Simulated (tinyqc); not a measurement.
Worked calculation: CID on RHF in the sto-3g basis, frozen core, for LiH, spin multiplicity 1. One step of it, computed by the program tinyqc.

Question. CID: determinants and Hamiltonian. Slater-Condon rules over spin orbitals, with the nuclear repulsion and the energy of the frozen orbital added and E(HF) subtracted on the diagonal. Only determinants linked to the reference directly or through others are kept (one block of an abelian symmetry group), so some states are absent.

one-electron integrals dressed by the frozen orbital, h + 2 (pq|11) - (p1|1q) (hartree):
```
           2          3          4          5          6
2  -0.704896   0.057122   0.000000   0.000000  -0.110475
3   0.057122  -0.336601   0.000000   0.000000   0.070116
4   0.000000   0.000000  -0.316020   0.000000   0.000000
5   0.000000   0.000000   0.000000  -0.316020   0.000000
6  -0.110475   0.070116   0.000000   0.000000  -0.307718
```

energy of the frozen orbital, 2 h_11 + (11|11) = -7.65484368 hartree

Two-electron integrals over orbitals (pq|rs), unique and non-zero (hartree); the lowest 1 orbital is frozen and left out:
```
(22|22) 0.457919    (32|22) -0.057122   (32|32) 0.019302    (33|22) 0.214321
(33|32) 0.013212    (33|33) 0.330906    (42|42) 0.021501    (43|42) 0.020028
(43|43) 0.041351    (44|22) 0.249648    (44|32) 0.011781    (44|33) 0.280277
(44|44) 0.312946    (52|52) 0.021501    (53|52) 0.020028    (53|53) 0.041351
(54|54) 0.016869    (55|22) 0.249648    (55|32) 0.011781    (55|33) 0.280277
(55|44) 0.279207    (55|55) 0.312946    (62|22) 0.110475    (62|32) -0.041991
(62|33) -0.018515   (62|44) -0.033840   (62|55) -0.033840   (62|62) 0.129476
(63|22) -0.056054   (63|32) 0.015465    (63|33) 0.036432    (63|44) 0.006750
(63|55) 0.006750    (63|62) -0.037586   (63|63) 0.029696    (64|42) -0.018770
(64|43) -0.012386   (64|64) 0.019473    (65|52) -0.018770   (65|53) -0.012386
(65|65) 0.019473    (66|22) 0.430031    (66|32) -0.048224   (66|33) 0.238860
(66|44) 0.260467    (66|55) 0.260467    (66|62) 0.105190    (66|63) -0.046086
(66|66) 0.427253
```

nuclear repulsion = 0.77973066 hartree

Hartree-Fock energy = -7.82698728 hartree

Give: determinants; H - E(HF) between determinants.

Answer.

Occupation strings over the orbitals (2 doubly, a alpha, b beta, 0 empty; spin orbitals ordered 1a 1b 2a 2b ...): 220000 202000 20a00b 200200 200020 20b00a 200002

H - E(HF) between determinants (hartree):
```
        220000  202000  20a00b  200200  200020  20b00a  200002
220000   0.000   0.019  -0.042   0.022   0.022   0.042   0.129
202000   0.019   0.610   0.107   0.041   0.041  -0.107   0.030
20a00b  -0.042   0.107   0.546  -0.012  -0.012  -0.030   0.024
200200   0.022   0.041  -0.012   0.633   0.017   0.012   0.019
200020   0.022   0.041  -0.012   0.017   0.633   0.012   0.019
20b00a   0.042  -0.107  -0.030   0.012   0.012   0.546  -0.024
200002   0.129   0.030   0.024   0.019   0.019  -0.024   0.764
```
